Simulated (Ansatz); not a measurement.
## Hafnium, hcp: convergence with cold smearing

Computed with Ansatz, r²SCAN, scalar-relativistic PAW, on the relaxed cell (a = 3.199 Å, c = 5.051 Å (c/a = 1.579); spin not included). Errors count from a run at 500 eV on a Γ-centred 19×19×10 mesh with Fermi-Dirac smearing of 0.1 eV, extrapolated to zero width. Fixed here: cutoff 500 eV, mesh 11×11×6. The SCF starts from atomic densities corrected by a trained network.

```csv
width (eV),E(σ→0) error (meV/atom),F error (meV/atom),P (GPa),SCF iterations
0.01,-0.7,-0.7,0.03,6
0.03,-0.7,-0.7,0.04,6
0.1,-0.8,-0.8,0.15,7
0.2,-1.1,-1.4,0.02,7
0.3,-1.6,-1.8,-0.12,7
0.6,-3.4,9.8,-0.35,7
1.0,23.5,28.4,-0.18,7
```
